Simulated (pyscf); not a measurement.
This saddle point was located with ωB97X-D3(BJ)/def2-SVP in PySCF.

```xyz
13

O      0.1069     1.2340     0.7291
In    -1.0478     0.2172    -0.8314
O     -1.2712    -1.6342    -0.1472
O     -2.4170     1.3103    -1.7608
H      0.8738     0.9995    -0.1092
H     -2.1709    -1.9680    -0.2422
H     -2.0721     2.1724    -2.0229
O      1.0002     0.5586    -1.3124
Si     0.2292     0.8762     2.3596
H      1.5588    -0.2223    -1.4098
H     -1.1433     0.6372     2.8853
H      1.0699    -0.3381     2.5674
H      0.8470     2.0214     3.0852
```

Surface: singlet, charge 0. Lowest wavenumbers (cm⁻¹): 776i, 23, 74, 82, 113.

Problem. Name the species on either side of this saddle.

Solution. silanol (HO–SiH₃) + HO–In(OH)–OH ⇌ HO–In(OH)–O–SiH₃ + water (H₂O), a four-centre exchange read from left to right: H–O, In–O broken and In–O, H–O formed. At ωB97M-D3(BJ)/def2-TZVP it lies -13.2 kcal/mol from the left side and -9.0 kcal/mol from the right (each side as separated species at their lowest minima found). On the reactant side the descent ends in an adduct with a In–O contact, 20.5 kcal/mol under the separated species and 4.4 kcal/mol under the saddle at ωB97X-D3(BJ)/def2-TZVP. On the product side the descent ends in an adduct with a In–O contact, 20.6 kcal/mol under the separated species and 10.3 kcal/mol under the saddle at ωB97X-D3(BJ)/def2-TZVP. At ωB97M-D3(BJ) the saddle lies under the separated reactants, which points to a path from their complex (located at ωB97X-D3(BJ) alone). At ωB97M-D3(BJ) the saddle lies under the separated products, which points to a path from their complex (located at ωB97X-D3(BJ) alone). What is counted as formed (In–O) is already present as a longer contact in the reactant adduct; forming that adduct is a step of its own. What is counted as broken (In–O) persists as a longer contact in the product adduct; parting that adduct is a step of its own. At ωB97X-D3(BJ) the barrier from the zero used here is -16.1 kcal/mol. This is the saddle that the search found; another between the same sides may lie lower. Elements past Kr carry the def2 core potentials, without spin-orbit coupling.
